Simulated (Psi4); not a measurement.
# BH2Cl (SMILES [H]B([H])Cl) at M06-2X/6-31G(d) (Cholesky decomposition, spherical functions, cholesky tolerance 1e-05, sweep point 7)

What is the vertical ionisation energy of BH2Cl at M06-2X/6-31G* (Cholesky decomposition, spherical functions, cholesky tolerance 1e-05, sweep point 7)? 

The results are computed with Psi4 1.11.

2 further runs of the same task are left out: 2 set aside as unsound or not needed.

## 1. The system as given

BH2Cl has 4 atoms, charge 0, and is taken as a singlet. SMILES: `[H]B([H])Cl`. The shape is that of a GFN2-xTB optimisation.

Bond lengths: B1–Cl4 1.673 Å, B1–H2 1.172 Å, B1–H3 1.172 Å. Angles: H2–B1–Cl4 119.1°, H3–B1–Cl4 119.0°, H2–B1–H3 121.9°.

## 2. The energy at M06-2X/6-31G(d) (Cholesky decomposition, spherical functions, cholesky tolerance 1e-05, sweep point 7)

The input, calc.dat:

```
memory 1600 MB

molecule mol {
  B      0.069310     0.114420    -0.000410
  H      1.240090     0.070720     0.015540
  H     -0.512130     1.131590    -0.018950
  Cl    -0.797280    -1.316740     0.003830
  symmetry c1
}

set basis 6-31G*
set reference rks
set puream true
set scf_type cd
set dft_radial_points 99
set dft_spherical_points 590
set cholesky_tolerance 1e-05

result = energy('m06-2x')
print_variables()
```

Started as:

```console
$ psi4 -i calc.dat -o calc.out -n 1
```

calc.out:

```text
[...]
  Running in c1 symmetry.
[...]
  Nuclear repulsion =   38.958045577157094
[...]
  Multiplicity = 1
[...]
  Nalpha       = 12
  Nbeta        = 12
[...]
    Number of basis functions: 36
[...]
   @RKS iter   1:  -486.19422684259973   -2.79339e-01   3.68837e-03 DIIS/ADIIS
[...]
   @RKS iter   7:  -486.20812828029477   -3.64711e-08   8.39426e-07 DIIS
[...]
    Orbital Energies [Eh]
    ---------------------
    Doubly Occupied:
       1A   -102.651938     2A     -9.819420     3A     -7.539161
       4A     -7.536725     5A     -7.534385     6A     -7.089527
       7A     -0.956179     8A     -0.597090     9A     -0.480104
      10A     -0.466539    11A     -0.425686    12A     -0.360441
[...]
  @RKS Final Energy:  -486.20812828029477
   => Energetics <=
    Nuclear Repulsion Energy =             38.9580455771570939
    One-Electron Energy =                -746.7291204230270978
    Two-Electron Energy =                 237.2445402618825483
    DFT Exchange-Correlation Energy =     -15.6815936963073508
    Empirical Dispersion Energy =           0.0000000000000000
    VV10 Nonlocal Energy =                  0.0000000000000000
    Total Energy =                       -486.2081282802947726
[...]
 Multipole Moments:
 ------------------------------------------------------------------------------------
     Multipole            Electronic (a.u.)      Nuclear  (a.u.)        Total (a.u.)
 ------------------------------------------------------------------------------------
 L = 1.  Multiply by 2.5417464519 to convert [e a0] to [Debye]
 Dipole X            :         -1.2376329            1.3494151            0.1117822
 Dipole Y            :         -2.0441878            2.2287107            0.1845229
 Dipole Z            :          0.0057120           -0.0063272           -0.0006153
 Magnitude           :                                                    0.2157414
[...]
```

Wall time 3.9 s (1 thread of AMD EPYC 9R45 (Zen 5), shared host); peak memory 0.75 GiB.

## 3. The doublet cation at the same level

The input, calc.dat:

```
memory 1.6 GB

molecule m {
  1 2
  B      0.069310     0.114420    -0.000410
  H      1.240090     0.070720     0.015540
  H     -0.512130     1.131590    -0.018950
  Cl    -0.797280    -1.316740     0.003830
  symmetry c1
}

set globals {
  basis                6-31G*
  reference            uks
  puream               true
  scf_type             cd
  dft_radial_points    99
  dft_spherical_points 590
  cholesky_tolerance   1e-05
  maxiter              150
}

energy("m06-2x")
```

Started as:

```console
$ psi4 calc.dat calc.out -n 1
```

calc.out:

```text
[...]
  Running in c1 symmetry.
[...]
  Nuclear repulsion =   38.958045577157094
[...]
  Multiplicity = 2
[...]
  Nalpha       = 12
  Nbeta        = 11
[...]
    Number of basis functions: 36
[...]
   @UKS iter   1:  -485.77154260827461    1.43346e-01   3.70500e-03 DIIS/ADIIS
[...]
   @UKS iter   9:  -485.78648626139670   -2.90755e-08   5.07142e-07 DIIS
[...]
   @S^2 Observed:                7.556000259E-01
[...]
    Orbital Energies [Eh]
    ---------------------
    Alpha Occupied:
       1A   -103.013272     2A    -10.173549     3A     -7.901307
       4A     -7.890872     5A     -7.887897     6A     -7.395048
       7A     -1.293448     8A     -0.908519     9A     -0.805208
      10A     -0.778178    11A     -0.738553    12A     -0.692144
    Alpha Virtual:
      13A     -0.286332    14A     -0.108100    15A     -0.035319
      16A     -0.021463    17A      0.090884    18A      0.172126
      19A      0.172192    20A      0.194988    21A      0.233758
      22A      0.249639    23A      0.271768    24A      0.460487
      25A      0.515551    26A      0.561138    27A      0.568312
[...]
  @UKS Final Energy:  -485.78648626139670
   => Energetics <=
    Nuclear Repulsion Energy =             38.9580455771570939
    One-Electron Energy =                -738.8883106693965601
    Two-Electron Energy =                 229.6441914604486101
    DFT Exchange-Correlation Energy =     -15.5004126296058971
    Empirical Dispersion Energy =           0.0000000000000000
    VV10 Nonlocal Energy =                  0.0000000000000000
    Total Energy =                       -485.7864862613967034
[...]
 Multipole Moments:
 ------------------------------------------------------------------------------------
     Multipole            Electronic (a.u.)      Nuclear  (a.u.)        Total (a.u.)
 ------------------------------------------------------------------------------------
 L = 1.  Multiply by 2.5417464519 to convert [e a0] to [Debye]
 Dipole X            :         -0.8039788            1.3494151            0.5454363
 Dipole Y            :         -1.3278217            2.2287107            0.9008890
 Dipole Z            :          0.0036558           -0.0063272           -0.0026714
 Magnitude           :                                                    1.0531424
[...]
```

Wall time 6.6 s (1 thread of AMD EPYC 9R45 (Zen 5), shared host); peak memory 0.75 GiB.

## 4. Outcome

Level: M06-2X/6-31G* (Cholesky decomposition, spherical functions, cholesky tolerance 1e-05, sweep point 7).

```
                                          quantity          value
                       singlet BH2Cl: total energy  -486.20813 Eh
                      singlet BH2Cl: dipole moment         0.55 D
                        singlet BH2Cl: HOMO energy       -9.81 eV
                        singlet BH2Cl: LUMO energy       -0.38 eV
                      singlet BH2Cl: HOMO–LUMO gap        9.43 eV
                      doublet cation: total energy  -485.78649 Eh
doublet cation: HOMO energy (highest over α and β)      -18.83 eV
 doublet cation: LUMO energy (lowest over α and β)      -13.20 eV
                              doublet cation: ⟨S²⟩          0.756
vertical ionisation energy (to the doublet cation)      11.473 eV
```

What this shows: The vertical ionisation energy comes to 11.47 eV (1107 kJ/mol). The negative HOMO energy of the first species, 9.81 eV, lies 1.67 eV below that difference.
